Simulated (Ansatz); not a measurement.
(1) Predict a relaxed structure of the cluster Na2O⁺ (the lowest doublet isomer of a short search), charge 1, doublet, at PBE0-D4/def2-TZVP (Ansatz).

Answers

(1) 
Cartesian coordinates in Å:
```
Na 0.721 1.952 0.432
Na -0.721 -1.952 -0.432
O 0.000 0.000 0.000
```
Point group D∞h (tolerance 0.1 Å). This is one stationary point.

The structure comes from a short search, and lower isomers may exist.
